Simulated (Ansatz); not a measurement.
Write a Python script for the Ansatz DFT code, driven from Python that makes an active-space calculation of BH3SSi, SMILES B1[SiH2]S1. Level of theory: Hartree-Fock, 6-31G* basis, multiplicity 1.

```xyz
6

B    -0.8121   -0.9086   -0.1365
Si    0.4305    0.6222    0.1994
S     0.9501   -1.2887    0.3625
H    -1.6596   -1.0858   -0.9124
H     0.9210    1.2728   -1.0414
H     0.2122    1.3240    1.4821
```

Script `bh3ssi_cas.py`:
```python
"""Static correlation in BH3SSi: natural occupations of an active space."""

import warnings

import ansatz as az


def main() -> None:
    warnings.simplefilter("ignore", az.DeckWarning)

    geometry_ang = [
        ("B", (-0.8121, -0.9086, -0.1365)),
        ("Si", (0.4305, 0.6222, 0.1994)),
        ("S", (0.9501, -1.2887, 0.3625)),
        ("H", (-1.6596, -1.0858, -0.9124)),
        ("H", (0.921, 1.2728, -1.0414)),
        ("H", (0.2122, 1.324, 1.4821)),
    ]
    molecule = az.Crystal.molecule()
    for symbol, xyz in geometry_ang:
        molecule = molecule.atom(symbol, xyz)

    calculation = (
        molecule.calculation()
        .basis(gaussian="6-31G*")
        .accuracy("high")
        .correlation(active_electrons=4, active_orbitals=4)
    )
    for method in [None]:
        data = (calculation if method is None else calculation.correlation(method)).run(threads=1).report
        space = data["configurations"]
        state = space["states"][0]
        print(method or "casscf", f"total {data['free_energy_ev'] / 27.211386246:.6f} Ha, active-space state {state['energy']['hartree']:.6f} Ha, mean field {data['reference_energy_ev'] / 27.211386246:.6f} Ha")
        print("  determinants", state["n_determinants"], " natural occupations", [round(n, 3) for n in space["natural_occupations"]])
    print("effectively unpaired electrons, sum of min(n, 2 - n):", round(sum(min(n, 2 - n) for n in space["natural_occupations"]), 3))


if __name__ == "__main__":
    main()
```

```console
$ python bh3ssi_cas.py
casscf total -712.846675 Ha, active-space state -712.846675 Ha, mean field -712.814927 Ha
  determinants 36  natural occupations [1.978, 1.966, 0.032, 0.024]
effectively unpaired electrons, sum of min(n, 2 - n): 0.112
```

Caveats:
- These settings explore the input space; basis and method may be short of convergence.
- The geometry is a force-field or estimated start, not a minimum of this method, and the basis set is short of its limit. The active space starts as a window about the frontier orbitals and is then optimised, not chosen by chemistry.
- Finished in 6 s on 1 thread of Arm Neoverse V1, on a shared host, peak memory 0.22 GiB.
